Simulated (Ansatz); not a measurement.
The same path of FH₃Si (5 atoms, charge 0, multiplicity 1) was run twice with different band settings. Lost on the way: Si1–H2, Si1–H3. Made: H2–H3.

The calculation used RKS PBE0/def2-TZVP (Ansatz 0.2.0).

Relaxed end points:

```xyz
5
Properties=species:S:1:pos:R:3
Si 0.248 -0.012 0.176
H 0.233 0.012 1.657
H 1.640 0.012 -0.332
F -0.504 1.296 -0.356
H -0.472 -1.203 -0.334
```

```xyz
5
Properties=species:S:1:pos:R:3
Si 0.122 -0.034 -0.815
H 0.894 -0.234 1.176
H 1.458 0.097 0.761
F -0.681 1.305 -0.382
H -0.647 -1.029 0.072
```

Common settings: movable images 9; climbing image yes; spring 5.0 eV/Å²; optimiser quadratic models (default); force threshold 0.05 eV/Å; iteration limit 60; end points relaxed.

| run | start path |
| --- | --- |
| 1 | through a guess of the saddle point |
| 2 | straight line |

(1) What does each run give, and how far can it be trusted?

Results:

(1) Run 1: converged after 8 iterations, highest image 2.872 eV above the first end. A vibrational analysis at the climbing image gives one clearly imaginary mode, 1201i cm⁻¹: a first-order saddle point.
Run 2: converged after 7 iterations, highest image 2.872 eV above the first end. Another band between the same ends (9 images) ends at a top of the same energy, where a vibrational analysis finds 1 clearly imaginary mode.
The orbitals stay closed-shell, which can raise the energy where a bond breaks towards radicals; this wasn't checked here.
